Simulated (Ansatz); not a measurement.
Cubic perovskite BaTiO₃ (cubic high-temperature phase), treated with PBE+SOC (Ansatz, a quantum-chemistry and plane-wave program, plane waves, PAW).

Numerical settings: plane-wave cutoff 520 eV, 8×8×8 k mesh, Fermi–Dirac smearing 0.01 eV, PAW data made under PBE.

The cell has the measured lattice: a = b = c = 4.001 Å, α = β = γ = 90.00°.

What does this level give for the band gap and smallest direct gap on the k points sampled?


band gap: 1.80 eV (indirect)
smallest direct gap on the k points sampled: 1.86 eV

Measured, for comparison: band gap 3.2 eV (temperature not stated, no zero-point or thermal correction; as tabulated in Matsushita et al. (2011), arXiv:1104.2769). Computed (rounded) less measured: band gap -1.40 eV.

Note: held by symmetry at 0 K, a high-temperature phase can be a saddle point; cell and atoms aren't relaxed at this level (pressure 2.3 GPa).

Static lattice: no zero-point or thermal effects.
